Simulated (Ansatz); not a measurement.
**H₃LiMgSi (SMILES [Li][SiH2][MgH]): one structure at several levels**

One table from this session's results is given with a row withheld; the runs are named, their logs left out.

Computed with Ansatz 0.2.0, Gaussian basis. Level: single points in def2-TZVPP.

Correlated methods freeze the cores. The outer core shell of Li, Na, Mg and K is correlated. B3LYP uses VWN-RPA correlation.

## The system as given

6 atoms, charge 0, spin multiplicity 1.

Atoms are counted from 1 here; the program's logs count them from 0.

Bond lengths: Li1–Si2 2.626 Å, Si2–Mg3 2.479 Å, Si2–H5 1.611 Å, Mg3–H6 1.919 Å. Angles: Li1–Si2–Mg3 172.1°, Li1–Si2–H5 93.5°, Mg3–Si2–H5 94.2°, Si2–Mg3–H6 150.9°.

Coordinates:

```
Li   -3.04830   -0.83840   -0.85740
Si   -0.74990   -0.05920    0.14580
Mg    1.40780    0.39210    1.28090
H    -0.11200   -1.51470   -0.71790
H    -0.53900    1.08410   -0.96930
H     3.29830    0.71500    1.22120
```

Set-up of the first run:

File run/in.yaml:

```yaml
crystal:
  periodic: [false, false, false]
  atoms:
    - {symbol: Li, position_ang: [-3.048300, -0.838400, -0.857400]}
    - {symbol: Si, position_ang: [-0.749900, -0.059200, 0.145800]}
    - {symbol: Mg, position_ang: [1.407800, 0.392100, 1.280900]}
    - {symbol: H, position_ang: [-0.112000, -1.514700, -0.717900]}
    - {symbol: H, position_ang: [-0.539000, 1.084100, -0.969300]}
    - {symbol: H, position_ang: [3.298300, 0.715000, 1.221200]}
basis:
  gaussian: {orbitals: def2-TZVPP}
correlation: {method: ccsd_t}
output: {forces: true}
```

The command line of these runs was not kept.

Steps of the session up to this table: CCSD(T)/def2-TZVPP; PBE0-D4/def2-TZVPP; wB97M-V/def2-TZVPP; r2SCAN-D4/def2-TZVPP; PBE-D4/def2-TZVPP; BHLYP-D4/def2-TZVPP; B3LYP-D4/def2-TZVPP.

One table of the session follows, with a row left open; its other results are not shown here.

| method | RMS force component (eV/Å) | angle to CCSD(T) forces (°) | dipole (D) |
| --- | --- | --- | --- |
| CCSD(T) | 0.912 | reference | 8.44 |
| PBE0-D4 | 0.871 | 1.6 | 8.25 |
| wB97M-V | ? | ? | ? |
| r2SCAN-D4 | 0.882 | 1.2 | 8.40 |
| PBE-D4 | 0.799 | 4.2 | 7.93 |
| BHLYP-D4 | 0.925 | 3.7 | 8.39 |
| B3LYP-D4 | 0.835 | 4.4 | 8.17 |

Estimate the missing values for wB97M-V.

**Answer.** RMS force component (eV/Å): 0.928; angle to CCSD(T) forces (°): 2.2; dipole (D): 8.44. In the column «RMS force component (eV/Å)» it is the highest.
